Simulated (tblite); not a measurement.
# H5OP: the cost of one run

Programs: tblite 0.8.0 and PySCF 2.14.0. All values are calculated, for the isolated system unless a continuum is named. Atoms count from 0, parts from 1.

### Step 1. The system as given

7 atoms, charge 0, multiplicity 1; geometry: rigid parts in contact. Parts: 1 = atoms 0–4, `[PH4+]`, charge 1; 2 = atoms 5–6, `[OH-]`, charge -1.

### Step 2. Bringing the parts together with GFN2-xTB

Job settings and geometry (Å):

```
{"job": {"kind": "dock", "xc": "GFN2-xTB", "basis": "xTB"}, "charge": 0, "multiplicity": 1, "parts": [{"atoms": "0-4", "charge": 1, "multiplicity": 1}, {"atoms": "5-6", "charge": -1, "multiplicity": 1}]}
P     -0.000053     0.000361     0.000158
H     -0.444157    -0.070938     1.299480
H      0.335957     1.298793    -0.302956
H      1.104741    -0.803995    -0.150139
H     -0.996488    -0.424221    -0.846542
O     -2.951035    -0.284956    -0.815514
H     -3.256813     0.573400    -0.458123
```

Level: GFN2-xTB search for minima from random contacts, gas phase.

Launch:

```bash
> OMP_NUM_THREADS=1 python cluster_run.py task.json out
```

This one command runs all jobs of the session in turn.

**Question.** How long does this first job take on 1 thread of Intel Xeon, shared host?

About 4 s.
